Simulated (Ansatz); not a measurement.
A run of Ansatz (development build ahead of 0.2.0) on singlet N₂ at this shape:

```tsv
atom	x (Å)	y (Å)	z (Å)
N	0.0250	-0.0126	-0.5075
N	-0.0009	-0.0490	0.5392
```

Its results:

| Item | Value |
| --- | --- |
| Converged | yes |
| Total energy | -108.95835 hartree |
| Spin squared of the determinant | 0.000 |

Problem. Which input gives this output? Name the method, the orbitals and the basis set, and write the input.

Solution. RHF in aug-cc-pVDZ. An unrestricted run that stays on the closed shell gives the same numbers.

```yaml
crystal:
  periodic: [false, false, false]
  atoms:
    - { symbol: "N", position_ang: [0.025, -0.01265, -0.50746] }
    - { symbol: "N", position_ang: [-0.00095, -0.04904, 0.53918] }
basis:
  gaussian: { orbitals: aug-cc-pVDZ }
hamiltonian:
  xc: hf
```
